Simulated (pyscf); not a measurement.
Thermochemistry of product channels of `[OH][Sn][OH]` [singlet] + `[FH]` on the singlet surface, in kcal/mol, from ωB97M-D3(BJ)/def2-TZVP energies (ideal gas, 1 atm, RRHO with modes under 100 cm⁻¹ raised to 100, one conformer, R ln 2 for chiral ones without a mode under 150 cm⁻¹). Structures and frequencies: ωB97X-D3(BJ)/def2-SVP in PySCF.

```json
[
 {"products": "`[OH][SnH]([OH])[F]`", "ΔE": "___", "ΔH(298 K)": "-5.6", "ΔG(298 K)": "+3.4", "ΔG(900 K)": "+20.9"},
 {"products": "`[O]=[Sn]([OH])[F]` + `[H][H]`", "ΔE": "___", "ΔH(298 K)": "+55.5", "ΔG(298 K)": "+56.6", "ΔG(900 K)": "+58.4"}
]
```

Some entries are withheld; supply them.


- `[OH][SnH]([OH])[F]`, ΔE: -5.0
- `[O]=[Sn]([OH])[F]` + `[H][H]`, ΔE: +59.6

These are energies of the channels, which say nothing of barriers. Elements past Kr carry the def2 core potentials, without spin-orbit coupling.
